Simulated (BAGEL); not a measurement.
**C2H2ClF (1-chloro-2-fluoroethylene): levels of theory compared**

Aim: a comparison of 4 runs (B3LYP/6-31G*, B3LYP/6-311+G**, PBE0/6-311+G**, RI-MP2/6-311+G**) of C2H2ClF (1-chloro-2-fluoroethylene). 

Program for the calculation: BAGEL 1.2.2.

### Step 1. The system as given

The species is C2H2ClF (6 atoms), meant as a singlet with charge 0. SMILES: `F/C=C/Cl`. The shape is that of a PBE0-D4/def2-TZVP optimisation.

Bond lengths: F1–C2 1.333 Å, C2–C3 1.320 Å, C3–Cl4 1.713 Å, C2–H5 1.083 Å, C3–H6 1.081 Å. Angles: F1–C2–C3 120.7°, C2–C3–Cl4 121.4°, F1–C2–H5 113.8°, C3–C2–H5 125.5°, C2–C3–H6 122.6°, Cl4–C3–H6 116.0°.

### Step 2. The energy at B3LYP/6-31G(d) (density fitting with qzvpp-jkfit, spherical functions) (run 1)

File calc.json:

```json
{ "bagel" : [

{
  "title" : "molecule",
  "basis" : "6-31gs.json",
  "df_basis" : "qzvpp-jkfit",
  "angstrom" : true,
  "geometry" : [
    { "atom" : "F", "xyz" : [      -0.308300,       1.774900,       0.089700 ] },
    { "atom" : "C", "xyz" : [      -0.015000,       0.565100,      -0.386500 ] },
    { "atom" : "C", "xyz" : [       0.005100,      -0.486500,       0.411700 ] },
    { "atom" : "Cl", "xyz" : [       0.378700,      -2.049200,      -0.181100 ] },
    { "atom" : "H", "xyz" : [       0.191800,       0.551900,      -1.449500 ] },
    { "atom" : "H", "xyz" : [      -0.210300,      -0.420200,       1.469400 ] }
  ]
},

{ "title" : "ks", "xc_func" : "b3lyp" },

{ "title" : "print", "file" : "orbitals.molden", "orbitals" : true }

]}
```

The basis set 6-31G* is read from a file made from the Basis Set Exchange's data (not shown).

Launch:

```sh
$ BAGEL_NUM_THREADS=1 BAGEL calc.json > calc.out
```

What it wrote:

```text
* using 1 threads per process

  ===============================================================
  ===============================================================

  *** Geometry ***

  { "atom" : "F", "xyz" : [     -0.582603,      3.354075,      0.169508 ] },
  { "atom" : "C", "xyz" : [     -0.028346,      1.067884,     -0.730379 ] },
  { "atom" : "C", "xyz" : [      0.009638,     -0.919352,      0.778000 ] },
  { "atom" : "Cl", "xyz" : [      0.715639,     -3.872427,     -0.342229 ] },
  { "atom" : "H", "xyz" : [      0.362449,      1.042940,     -2.739158 ] },
  { "atom" : "H", "xyz" : [     -0.397409,     -0.794063,      2.776764 ] },

  Number of auxiliary basis functions:      391

  Since a DF basis is specified, we compute 2- and 3-index integrals:
    o Being stored without compression. Storage requirement is 0.013 GB

  Number of basis functions:       64
  Number of electrons      :       40

    * METHOD: MOLECULE                             0.14

  *** Kohn-Sham DFT ***

    * Removing 10321 points whose weight is below 1.00e-10
    * Grid points: 79115

  === Nuclear Repulsion ===
   140.9940588448

       - DIIS with orbital gradients will be used.

  === KS iteration (b3lyp / 6-31gs.json) ===
      0       -618.16791545          0.13661567           0.19
      1       -609.48322635          0.18345076           0.18
      2       -598.57183878          0.15523399           0.18
      3       -618.83433507          0.15455808           0.18
      4       -636.78927548          0.03886479           0.18
      5       -636.80016984          0.04166646           0.18
      6       -637.35214089          0.01180904           0.18
      7       -637.36360772          0.00856067           0.18
      8       -637.40235403          0.00235632           0.18
      9       -637.40405224          0.00040057           0.18
     10       -637.40409326          0.00011659           0.18
     11       -637.40409265          0.00013575           0.18
     12       -637.40409819          0.00001661           0.18
     13       -637.40409826          0.00000349           0.18
     14       -637.40409826          0.00000110           0.18
     15       -637.40409826          0.00000031           0.18
     16       -637.40409826          0.00000011           0.18
     17       -637.40409826          0.00000001           0.18
     18       -637.40409826          0.00000001           0.18
    * SCF iteration converged.

    * Permanent dipole moment:
           (    0.011157,    -0.124017,     0.049043) a.u.

    * METHOD: KS                                   3.76

    * METHOD: PRINT                                0.01

  ===============================================================
```

Run time: 4.2 s. Hardware: 1 thread of Arm Neoverse V1, shared host; peak memory 0.27 GiB.

### Step 3. A single-point energy at B3LYP/6-311+G(d,p) (density fitting with qzvpp-jkfit) (run 2)

File input.json:

```json
{ "bagel": [

{
  "title": "molecule",
  "basis": "6-311+gss.json",
  "df_basis": "qzvpp-jkfit",
  "angstrom": true,
  "geometry": [
    { "atom": "F", "xyz": [   -0.308300,    1.774900,    0.089700 ] },
    { "atom": "C", "xyz": [   -0.015000,    0.565100,   -0.386500 ] },
    { "atom": "C", "xyz": [    0.005100,   -0.486500,    0.411700 ] },
    { "atom": "Cl", "xyz": [    0.378700,   -2.049200,   -0.181100 ] },
    { "atom": "H", "xyz": [    0.191800,    0.551900,   -1.449500 ] },
    { "atom": "H", "xyz": [   -0.210300,   -0.420200,    1.469400 ] }
  ]
},
{
  "title": "ks",
  "xc_func": "b3lyp"
},
{
  "title": "print",
  "file": "orbitals.molden",
  "orbitals": true
}

]}
```

The basis set 6-311+G** is read from a file made from the Basis Set Exchange's data (not shown).

Launch:

```sh
$ BAGEL_NUM_THREADS=1 BAGEL input.json > input.out
```

What it wrote:

```text
* using 1 threads per process

  ===============================================================
  ===============================================================

  *** Geometry ***

  { "atom" : "F", "xyz" : [     -0.582603,      3.354075,      0.169508 ] },
  { "atom" : "C", "xyz" : [     -0.028346,      1.067884,     -0.730379 ] },
  { "atom" : "C", "xyz" : [      0.009638,     -0.919352,      0.778000 ] },
  { "atom" : "Cl", "xyz" : [      0.715639,     -3.872427,     -0.342229 ] },
  { "atom" : "H", "xyz" : [      0.362449,      1.042940,     -2.739158 ] },
  { "atom" : "H", "xyz" : [     -0.397409,     -0.794063,      2.776764 ] },

  Number of auxiliary basis functions:      391

  Since a DF basis is specified, we compute 2- and 3-index integrals:
    o Being stored without compression. Storage requirement is 0.036 GB

  Number of basis functions:      108
  Number of electrons      :       40

    * METHOD: MOLECULE                             0.18

  *** Kohn-Sham DFT ***

    * Removing 10321 points whose weight is below 1.00e-10
    * Grid points: 79115

  === Nuclear Repulsion ===
   140.9940588448

       - DIIS with orbital gradients will be used.

  === KS iteration (b3lyp / 6-311+gss.json) ===
      0       -590.28570871          0.22380464           0.31
      1       -600.71606660          0.21769184           0.29
      2       -601.52737362          0.20669277           0.29
      3       -614.50705249          0.16011861           0.29
      4       -619.51181861          0.17629650           0.30
      5       -635.51717193          0.06989440           0.30
      6       -633.32529227          0.08618345           0.30
      7       -636.93214475          0.03537875           0.30
      8       -637.29725522          0.02155233           0.29
      9       -637.40063142          0.01680280           0.30
     10       -637.49910256          0.00181107           0.30
     11       -637.50042268          0.00067032           0.29
     12       -637.50058844          0.00011535           0.30
     13       -637.50059342          0.00002993           0.30
     14       -637.50059370          0.00001290           0.30
     15       -637.50059374          0.00000497           0.30
     16       -637.50059375          0.00000144           0.30
     17       -637.50059376          0.00000012           0.30
     18       -637.50059376          0.00000005           0.30
     19       -637.50059376          0.00000002           0.30
     20       -637.50059376          0.00000001           0.30
    * SCF iteration converged.

    * Permanent dipole moment:
           (   -0.019647,     0.034560,     0.072689) a.u.

    * METHOD: KS                                   6.63

    * METHOD: PRINT                                0.03

  ===============================================================
```

Wall time 7.2 s (1 thread of Arm Neoverse V1, shared host); peak memory 0.4 GiB.

Run 3 isn't shown in full; the table further down has it.

### Step 4. A single-point energy at RI-MP2/6-311+G(d,p) (density fitting with qzvpp-jkfit) (run 4)

calc.json, as its differences from that of step 2:

```diff
@@ -4,5 +4,5 @@
   "title" : "molecule",
-  "basis" : "6-31gs.json",
+  "basis" : "6-311+gss.json",
   "df_basis" : "qzvpp-jkfit",
-  "angstrom" : true,
+  "angstrom" : "true",
   "geometry" : [
@@ -17,5 +17,5 @@
 
-{ "title" : "ks", "xc_func" : "b3lyp" },
+{ "title" : "hf" },
 
-{ "title" : "print", "file" : "orbitals.molden", "orbitals" : true }
+{ "title" : "mp2", "ncore" : 8 }
```

The basis set 6-311+G** is read from a file made from the Basis Set Exchange's data (not shown).

Launch:

```sh
$ BAGEL_NUM_THREADS=1 BAGEL calc.json > calc.out
```

What it wrote:

```text
* using 1 threads per process

  ===============================================================
  ===============================================================

  *** Geometry ***

  { "atom" : "F", "xyz" : [     -0.582603,      3.354075,      0.169508 ] },
  { "atom" : "C", "xyz" : [     -0.028346,      1.067884,     -0.730379 ] },
  { "atom" : "C", "xyz" : [      0.009638,     -0.919352,      0.778000 ] },
  { "atom" : "Cl", "xyz" : [      0.715639,     -3.872427,     -0.342229 ] },
  { "atom" : "H", "xyz" : [      0.362449,      1.042940,     -2.739158 ] },
  { "atom" : "H", "xyz" : [     -0.397409,     -0.794063,      2.776764 ] },

  Number of auxiliary basis functions:      391

  Since a DF basis is specified, we compute 2- and 3-index integrals:
    o Being stored without compression. Storage requirement is 0.036 GB

  Number of basis functions:      108
  Number of electrons      :       40

    * METHOD: MOLECULE                             0.18

  *** RHF ***

  === Nuclear Repulsion ===
   140.9940588448

      * DIIS with orbital gradients will be used.

  === RHF iteration (6-311+gss.json) ===
      0       -635.67478608          0.02006229           0.06
      1       -635.80593967          0.01218156           0.06
      2       -635.85269447          0.00183445           0.06
      3       -635.85448180          0.00061604           0.06
      4       -635.85467397          0.00013948           0.06
      5       -635.85468946          0.00005792           0.06
      6       -635.85469184          0.00002239           0.06
      7       -635.85469226          0.00000648           0.06
      8       -635.85469228          0.00000261           0.06
      9       -635.85469228          0.00000086           0.06
     10       -635.85469228          0.00000038           0.06
     11       -635.85469228          0.00000015           0.06
     12       -635.85469228          0.00000006           0.06
     13       -635.85469228          0.00000003           0.06
     14       -635.85469228          0.00000001           0.06
    * SCF iteration converged.

    * Permanent dipole moment:
           (   -0.022037,     0.025381,     0.092735) a.u.

    * METHOD: HF                                   1.00

  *** RHF ***

  === Nuclear Repulsion ===
   140.9940588448

      * DIIS with orbital gradients will be used.

  === RHF iteration (6-311+gss.json) ===
      0       -635.85469228          0.00000001           0.05
    * SCF iteration converged.

    * Permanent dipole moment:
           (   -0.022037,     0.025380,     0.092735) a.u.

  === DF-MP2 calculation ===

    * freezing 8 orbitals
    * 3-index integral transformation done
    * assembly done

      MP2 correlation energy:   -0.6203812592      0.04

      MP2 total energy:       -636.4750735429

    * METHOD: MP2                                  0.17

  ===============================================================
```

Wall time 1.5 s (1 thread of Arm Neoverse V1, shared host); peak memory 0.12 GiB.

### Step 5. Overview of the runs

| run | level | frozen core orbitals | energy (Eh) | dipole moment (D) | HOMO energy (eV) | LUMO energy (eV) | wall time |
| --- | --- | --- | --- | --- | --- | --- | --- |
| 1 | B3LYP/6-31G* (density fitting with qzvpp-jkfit, spherical functions) | – | -637.404098 | 0.34 | -6.91 | 0.12 | 4.2 s |
| 2 | B3LYP/6-311+G** (density fitting with qzvpp-jkfit) | – | -637.500594 | 0.21 | -7.31 | -0.59 | 7.2 s |
| 3 | PBE0/6-311+G** (density fitting with qzvpp-jkfit) | – | -637.141315 | 0.19 | -7.52 | -0.33 | 6.9 s |
| 4 | RI-MP2/6-311+G** (density fitting with qzvpp-jkfit) | 8 | -636.475074 | – | – | – | 1.5 s |

### Step 6. Outcome

```
                                          quantity          value
                               run 4: total energy  -636.47507 Eh
run 4: correlation energy (8 core orbitals frozen)     -620.4 mEh
```

**Reading.** Over runs 1, 2, 3 the dipole moment (its size) runs from 0.19 D (PBE0/6-311+G**) to 0.34 D (B3LYP/6-31G*). The two ends differ in method and basis. Over runs 1, 2, 3 the HOMO–LUMO gap runs from 6.71 eV (B3LYP/6-311+G**) to 7.20 eV (PBE0/6-311+G**). Totals of different functionals can't be ranked against each other. All runs together took 20 s, the longest 7.2 s.
